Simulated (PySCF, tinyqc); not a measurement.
A ladder of methods, and size consistency: correlation methods against full CI in the sto-6g basis, for CH2, spin multiplicity 1. Computed by the program tinyqc with PySCF. Command: `OMP_NUM_THREADS=1 python tinyqc.py 113273 113274 out.jsonl`; one thread of a shared host (Intel(R) Xeon(R) Processor @ 2.60GHz), about 2 s.

Geometry (angstrom):
```
atom       x        y       z
C     0.0000   0.0000  0.0000
H     0.0000   0.9650  0.6960
H     0.0000  -0.9650  0.6960
```

RHF energy of one = -38.739833 hartree

All electrons correlated; +Q is the Davidson correction (1 - c0^2) E_corr. The last columns treat two copies 100 angstrom apart as one system. FCI is the lowest singlet.

Correlation energies (hartree):
```
method   E_corr of one  share of FCI (%)  E_corr of two at 100 angstrom  two minus twice one (mhartree)
MP2           -0.04005            58.982                       -0.08009                           0.000
CISD          -0.06443            94.897                       -0.12170                           7.159
CISD+Q        -0.06860           101.044                       -0.13411                           3.104
CCSD          -0.06733            99.165                       -0.13466                           0.000
CCSD(T)       -0.06759            99.554                       -0.13519                           0.000
FCI           -0.06790           100.000                              -                               -
```

MP2 recovers 59 %, CISD 94.9 % and CCSD 99.2 % of the FCI value (c0^2 = 0.935 in CISD). MP2 and coupled cluster are size consistent, so their last column vanishes; CISD loses 7.16 mhartree, since a double excitation on each copy is a quadruple of the pair, and the Davidson correction leaves +3.10. The restricted reference is unstable here: a spin-polarised solution lies 0.0283 hartree lower (PySCF), so results built on it describe a poor reference.
